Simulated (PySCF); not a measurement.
**Basis-set dependence of population analyses: `CC(C)(C)Cl`**

Species: C₄H₉Cl.
Bonds: C1–C2, C2–C3, C2–C4, C2–Cl5. Hydrogens: H6, H7, H8 on C1; H9, H10, H11 on C3; H12, H13, H14 on C4.

PBE0 throughout (PySCF), one geometry, spherical d and f functions. Geometry: PBE0-D3(BJ)/def2-SVP; no solvent, vibrations or thermal averaging. Atoms taken as equivalent share a column and are averaged.

Mulliken charges (e):

```csv
basis,functions,C1/C3/C4,C2,Cl5,H6 (×9)
pcSseg-0,67,-0.467,-0.768,+0.019,+0.239
cc-pVDZ,119,+0.032,-0.432,-0.122,+0.051
pcSseg-1,137,-0.151,-0.554,-0.114,+0.125
aug-cc-pVDZ,200,+1.067,-2.224,-0.195,-0.087
IGLO-III,274,-0.421,+0.100,-0.052,+0.135
cc-pVTZ,280,-0.261,+0.029,-0.195,+0.105
pcSseg-2,313,-0.066,+0.002,-0.205,+0.044
```

IAO charges (e):

| basis | functions | C1/C3/C4 | C2 | Cl5 | H6 (×9) |
| --- | --- | --- | --- | --- | --- |
| pcSseg-0 | 67 | -0.416 | +0.049 | -0.148 | +0.150 |
| cc-pVDZ | 119 | -0.412 | +0.103 | -0.165 | +0.144 |
| pcSseg-1 | 137 | -0.410 | +0.093 | -0.165 | +0.145 |
| aug-cc-pVDZ | 200 | -0.423 | +0.104 | -0.170 | +0.148 |
| IGLO-III | 274 | -0.425 | +0.097 | -0.160 | +0.149 |
| cc-pVTZ | 280 | -0.425 | +0.101 | -0.165 | +0.149 |
| pcSseg-2 | 313 | -0.424 | +0.098 | -0.164 | +0.149 |

Some averages cover members that differ in this geometry, most widely: H6 (×9), Mulliken in aug-cc-pVDZ -0.104 to -0.053; H6 (×9), Mulliken in IGLO-III +0.117 to +0.144; H6 (×9), Mulliken in pcSseg-2 +0.027 to +0.053 e.

**Question.** Which scheme is steadiest as the basis changes?

**Answer.** Largest range over the bases for any column: IAO 0.06 e, Mulliken 2.32 e. IAO charges move least and Mulliken charges most, counted in e.

**Question.** How much do the charges still move between the two largest bases, cc-pVTZ and pcSseg-2?

**Answer.** At most, over all atoms: Mulliken 0.195 e, IAO 0.002 e.

**Question.** What do the same runs give for the total energy, the frontier levels and the dipole moment?

**Answer.** 
```json
{"basis": "pcSseg-0", "energy (Eh)": "-616.8367", "HOMO (eV)": "-8.15", "LUMO (eV)": "1.00", "μ (D)": "2.50"}
{"basis": "cc-pVDZ", "energy (Eh)": "-617.7224", "HOMO (eV)": "-8.10", "LUMO (eV)": "0.99", "μ (D)": "2.21"}
{"basis": "pcSseg-1", "energy (Eh)": "-617.6710", "HOMO (eV)": "-8.24", "LUMO (eV)": "0.76", "μ (D)": "2.32"}
{"basis": "aug-cc-pVDZ", "energy (Eh)": "-617.7347", "HOMO (eV)": "-8.25", "LUMO (eV)": "-0.16", "μ (D)": "2.31"}
{"basis": "IGLO-III", "energy (Eh)": "-617.7825", "HOMO (eV)": "-8.17", "LUMO (eV)": "0.59", "μ (D)": "2.08"}
{"basis": "cc-pVTZ", "energy (Eh)": "-617.7850", "HOMO (eV)": "-8.21", "LUMO (eV)": "0.74", "μ (D)": "2.23"}
{"basis": "pcSseg-2", "energy (Eh)": "-617.7913", "HOMO (eV)": "-8.25", "LUMO (eV)": "0.46", "μ (D)": "2.29"}
```

The dipole is fixed by the density alone, so its range of 0.42 D shows that the density itself changes with the basis, not only its division among atoms.
